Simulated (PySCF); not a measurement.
**Dipole moment and polarisability across levels of theory**

Species: BH₇P₂.
SMILES: `[PH3+][BH2-]P`

PySCF, dipoles from the SCF density, polarisabilities from static response with core orbitals frozen. Geometry: PBE0-D3(BJ)/def2-SVP, one conformer, isolated molecule.

Problem. How do dipole and polarisability depend on functional and basis here?

Solution. 

```json
{"level": "LDA/def2-SVPD", "μ (D)": "4.089", "α (Å³)": "11.75", "anisotropy (Å³)": "4.46"}
{"level": "PBE/def2-SVPD", "μ (D)": "4.089", "α (Å³)": "11.49", "anisotropy (Å³)": "4.34"}
{"level": "B3LYP/def2-SVPD", "μ (D)": "4.241", "α (Å³)": "11.19", "anisotropy (Å³)": "3.99"}
{"level": "PBE0/def2-SVPD", "μ (D)": "4.259", "α (Å³)": "11.09", "anisotropy (Å³)": "3.96"}
{"level": "BHandHLYP/def2-SVPD", "μ (D)": "4.404", "α (Å³)": "10.80", "anisotropy (Å³)": "3.63"}
{"level": "CAM-B3LYP/def2-SVPD", "μ (D)": "4.374", "α (Å³)": "10.98", "anisotropy (Å³)": "3.71"}
{"level": "wB97X-D/def2-SVPD", "μ (D)": "4.360", "α (Å³)": "10.96", "anisotropy (Å³)": "3.70"}
{"level": "LC-wPBE/def2-SVPD", "μ (D)": "4.479", "α (Å³)": "10.69", "anisotropy (Å³)": "3.49"}
{"level": "HF/def2-SVPD", "μ (D)": "4.617", "α (Å³)": "10.41", "anisotropy (Å³)": "3.18"}
{"level": "PBE0/6-31G*", "μ (D)": "4.363", "α (Å³)": "9.08", "anisotropy (Å³)": "3.70"}
{"level": "PBE0/6-31+G*", "μ (D)": "4.402", "α (Å³)": "10.16", "anisotropy (Å³)": "3.66"}
{"level": "PBE0/def2-SVP", "μ (D)": "4.410", "α (Å³)": "9.31", "anisotropy (Å³)": "3.48"}
{"level": "PBE0/aug-cc-pVDZ", "μ (D)": "4.258", "α (Å³)": "11.36", "anisotropy (Å³)": "3.96"}
{"level": "PBE0/def2-TZVP", "μ (D)": "4.211", "α (Å³)": "10.53", "anisotropy (Å³)": "3.96"}
{"level": "PBE0/def2-TZVPD", "μ (D)": "4.179", "α (Å³)": "11.34", "anisotropy (Å³)": "4.04"}
```

The anisotropy is √(½[(α1 − α2)² + (α2 − α3)² + (α3 − α1)²]). The dipole runs from 4.09 D (PBE/def2-SVPD) to 4.62 D (HF/def2-SVPD). No reference polarisability is at hand; against PBE0 in the largest diffuse basis at hand (def2-TZVPD) the other PBE0 rows deviate by 6-31G* -20%, 6-31+G* -10%, def2-SVP -18%, def2-SVPD -2%, aug-cc-pVDZ 0%, def2-TZVP -7%. In one basis (def2-SVPD) the functionals order the polarisability from HF (lowest) to LDA (highest), a spread of 13%. With PBE0 the polarisability is 9.64 Å³ without diffuse functions (mean of 6-31G*, def2-SVP and def2-TZVP) and 10.99 Å³ with them (mean of 6-31+G*, def2-SVPD, aug-cc-pVDZ and def2-TZVPD).
